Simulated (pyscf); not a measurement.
HO–Bi(OH)–SH + H₂O → HO–Bi(OH)–OH + H₂S (four-centre exchange; singlet surface; Bi–S, H–O broken, Bi–O, H–S formed). Optimised with ωB97X-D3(BJ)/def2-SVP in PySCF. Energies in kcal/mol from the separated reactants.

```csv
level,barrier,reaction energy
ωB97X-D3(BJ)/def2-TZVP,(withheld),(withheld)
PBE/def2-TZVP,7.6,+7.2
r²SCAN/def2-TZVP,7.7,+7.0
PBE0-D3(BJ)/def2-TZVP,(withheld),+9.4
ωB97M-D3(BJ)/def2-TZVP,12.9,+6.7
HF/def2-TZVP,29.4,+6.9
```

**Question.** Some entries are withheld; supply them.

**Answer.** 
- ωB97X-D3(BJ)/def2-TZVP, barrier: 12.6
- ωB97X-D3(BJ)/def2-TZVP, reaction energy: +10.4
- PBE0-D3(BJ)/def2-TZVP, barrier: 10.3

The functionals in the table span 5.2 kcal/mol in this barrier, from PBE to ωB97M-D3(BJ). On the reactant side the descent ends in a bound adduct, 11.4 kcal/mol under the separated species and 24.0 kcal/mol under the saddle at ωB97X-D3(BJ)/def2-TZVP. On the product side the descent ends in a bound adduct, 8.2 kcal/mol under the separated species and 10.4 kcal/mol under the saddle at ωB97X-D3(BJ)/def2-TZVP. This is the saddle that the search found; another between the same sides may lie lower. Elements past Kr carry the def2 core potentials, without spin-orbit coupling.
